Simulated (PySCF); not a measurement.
Species: C4H8FO (doublet state).
Cartesian coordinates in Å at the GFN2-xTB level; atoms count from 1:
```xyz
14
C4H8FO angstrom
C      1.926   -0.035    0.685
O      0.683   -0.690    0.707
C     -0.347   -0.023   -0.029
C     -1.511   -1.012   -0.127
C     -0.768    1.228    0.641
F     -0.381    2.406    0.118
H      2.293    0.085   -0.342
H      1.877    0.953    1.157
H      2.613   -0.667    1.244
H      0.027    0.225   -1.036
H     -1.882   -1.234    0.870
H     -2.313   -0.590   -0.725
H     -1.162   -1.934   -0.582
H     -1.055    1.287    1.676
```

The hyperfine couplings belong to this conformer and change with its torsions.

As a line formula: `CO[C@@H](C)[CH]F` [radical].

Level of theory: UKS B3LYP, pcH-1 on C F H O, non-relativistic, mean-field spin-orbit, GIAO (PySCF). The structure is a single GFN2-xTB conformer in the gas phase; no vibrational or solvent corrections. The geometry wasn't refined by DFT: couplings that depend on bond lengths, twists or pyramidal angles can differ widely from those at the functional's own minimum. The SCF solution wasn't tested for stability.

Principal values of hyperfine tensors in MHz (contact and dipolar terms together), for some of the nuclei:

```
atom  isotope       A1      A2      A3
  F6      19F  -116.35  -78.87  708.07
  C5      13C    54.79   57.70  307.41
 H14       1H   -94.84  -59.21  -16.72
  C4      13C    25.84   26.21   34.09
  O2      17O   -50.69  -17.80  -16.67
  C3      13C   -13.37  -12.57   -9.62
 H12       1H     0.07    2.66   12.68
 H11       1H    -5.67   -5.00    4.64
```

Task: Give the isotropic coupling of each nucleus in MHz and in mT (g = 2.0037), and the anisotropic part.

Result: a_iso is a third of the trace, T = A − a_iso, and a(mT) = a(MHz)/(g × 13.996).

| atom | a_iso (MHz) | a_iso (mT) | T1 | T2 | T3 |
| --- | --- | --- | --- | --- | --- |
| F6 | 170.95 | 6.096 | -287.30 | -249.82 | 537.12 |
| C5 | 139.97 | 4.991 | -85.18 | -82.27 | 167.45 |
| H14 | -56.92 | -2.030 | -37.92 | -2.28 | 40.21 |
| C4 | 28.71 | 1.024 | -2.87 | -2.51 | 5.38 |
| O2 | -28.39 | -1.012 | -22.30 | 10.59 | 11.72 |
| C3 | -11.85 | -0.423 | -1.52 | -0.72 | 2.23 |
| H12 | 5.14 | 0.183 | -5.07 | -2.48 | 7.54 |
| H11 | -2.01 | -0.072 | -3.66 | -2.99 | 6.65 |

Task: What spin density at the nucleus of C4 lies behind its contact coupling (g_N = 1.40482)?

Result: a_FC = 800.24 MHz bohr³ × g_N × ρ(0)/(2S). With a_FC = 28.71 MHz and 2S = 1, ρ(0) = 0.02554 bohr⁻³.

Task: H13 (1H, g_N = 5.58569) isn't in the table. Its spin density at the nucleus is 0.00356 bohr⁻³. What is its contact coupling?

Result: By the same relation, a_FC = 15.91 MHz. Its full tensor has the principal values 13.64, 14.34, 19.77 MHz.

Task: Name the largest traceless tensor T of the table and describe it.

Result: F6: -287.3, -249.8, 537.1 MHz, nearly axial, close to the ratio −1:−1:+2.

Task: In a single crystal, with the field along each principal axis of the tensor of C5 in turn, what first-order splitting does this nucleus give (isotropic g, quadrupole terms neglected)?

Result: 2 lines (I = 1/2), spaced by |A_i|/(g × 13.996): 1.95, 2.06, 10.96 mT along the axes of A1, A2 and A3.
